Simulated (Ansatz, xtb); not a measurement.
BH6NO: which of two isomers lies lower

We compare X, `[BH3-][NH2+]O`, a singlet, with Y, `[BH3-][OH+]N`, a singlet. Both are isolated molecules in the gas phase, relaxed with PBE0-D3(BJ)/pcseg-1; the shapes shown needn't be the lowest conformers.

X (Å):

```yaml
atoms:
  - { symbol: B, position_ang: [0.5646, -1.3056, -0.2522] }
  - { symbol: N, position_ang: [0.7038, -0.5732, 1.1835] }
  - { symbol: O, position_ang: [0.0010, 0.6423, 1.2634] }
  - { symbol: H, position_ang: [-0.6140, -1.5495, -0.3941] }
  - { symbol: H, position_ang: [1.0437, -0.5465, -1.0663] }
  - { symbol: H, position_ang: [1.2458, -2.3031, -0.0606] }
  - { symbol: H, position_ang: [1.6965, -0.3975, 1.3587] }
  - { symbol: H, position_ang: [0.3529, -1.2100, 1.9035] }
  - { symbol: H, position_ang: [0.1483, 0.9970, 2.1551] }
```

Y (Å):

```csv
atom,x (Å),y (Å),z (Å)
B,0.4157,-1.1658,-0.3286
N,0.6014,0.0205,1.9899
O,1.3096,-0.7160,0.9848
H,-0.5765,-1.6674,0.1708
H,0.2276,-0.1133,-0.8948
H,1.1616,-1.9416,-0.8822
H,1.6666,-1.4915,1.4457
H,0.7525,0.9851,1.6906
H,-0.3808,-0.1870,1.7782
```

Task: Estimate which is lower in electronic energy at CCSD(T)/def2-TZVP, and by roughly how much.

Result: The CCSD(T)/def2-TZVP calculation puts structure X lower, by 7.7 kcal/mol.

How the difference moves with the method:

```json
{"level": "GFN2-xTB", "geometry": "GFN2-xTB", "E(Y) − E(X) (kcal/mol)": "−1.8", "departure from the last row (kcal/mol)": "−9.5", "job, with rough time for the two": "optimisation, 0.43 s"}
{"level": "HF/STO-3G", "geometry": "GFN2-xTB", "E(Y) − E(X) (kcal/mol)": "−4.2", "departure from the last row (kcal/mol)": "−11.9", "job, with rough time for the two": "single point, 0.93 s"}
{"level": "r2SCAN-D4/def2-SVP", "geometry": "GFN2-xTB", "E(Y) − E(X) (kcal/mol)": "+8.5", "departure from the last row (kcal/mol)": "+0.8", "job, with rough time for the two": "single point, 6.2 s"}
{"level": "PBE0-D3(BJ)/pcseg-1", "geometry": "PBE0-D3(BJ)/pcseg-1", "E(Y) − E(X) (kcal/mol)": "+9.3", "departure from the last row (kcal/mol)": "+1.6", "job, with rough time for the two": "optimisation, 58 s"}
{"level": "HF/def2-TZVP", "geometry": "PBE0-D3(BJ)/pcseg-1", "E(Y) − E(X) (kcal/mol)": "+6.7", "departure from the last row (kcal/mol)": "−1.0", "job, with rough time for the two": "part of the CCSD(T) run"}
{"level": "MP2/def2-TZVP", "geometry": "PBE0-D3(BJ)/pcseg-1", "E(Y) − E(X) (kcal/mol)": "+8.2", "departure from the last row (kcal/mol)": "+0.5", "job, with rough time for the two": "part of the CCSD(T) run"}
{"level": "CCSD(T)/def2-TZVP", "geometry": "PBE0-D3(BJ)/pcseg-1", "E(Y) − E(X) (kcal/mol)": "+7.7", "departure from the last row (kcal/mol)": "", "job, with rough time for the two": "single point, 56 s"}
```

As drawn, Y has 1 B–O in place of 1 B–N.

GFN2-xTB, HF/STO-3G put the two in the other order. The largest departure from CCSD(T)/def2-TZVP is that of HF/STO-3G, 11.9 kcal/mol.

With harmonic frequencies from PBE0-D3(BJ)/pcseg-1 (ideal gas, rigid rotor, one conformer each, 298.15 K, 1 atm): the zero-point term adds −0.6 kcal/mol; ΔH is +7.3 and ΔG +6.9 kcal/mol.

The correlated steps freeze 3 core orbitals. Mirror images aren't counted in ΔG. Programs: Ansatz 0.2.0, xtb 6.7.1; the last row on 1 thread of Intel(R) Xeon(R) Processor @ 2.50GHz (Skylake/Cascade Lake) on a shared host.
